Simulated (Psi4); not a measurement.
Psi4 input (wB97X-D/6-311+G**):

```
memory 1500 MB

molecule {
0 2
C    -0.00358972    0.00080934    0.26295365
Cl   -0.00984441    1.69003269   -0.03627790
Cl    1.46912032   -0.83620564   -0.00831232
Cl   -1.45800895   -0.85411270   -0.04821695
symmetry c1
no_reorient
no_com
}

set {
  basis 6-311+G**
  reference uks
  scf_type df
  df_basis_scf def2-universal-jkfit
  dft_radial_points 99
  dft_spherical_points 590
  e_convergence 1e-8
  d_convergence 1e-7
  maxiter 150
}

e = energy('wb97x-d')
print_out(f'\nFINAL {e:.10f} DIPOLE {variable("CURRENT DIPOLE")[0]:.6f} {variable("CURRENT DIPOLE")[1]:.6f} {variable("CURRENT DIPOLE")[2]:.6f}\n')
```

Problem. What final total energy does it give?

Solution. -1418.65389 Eh.
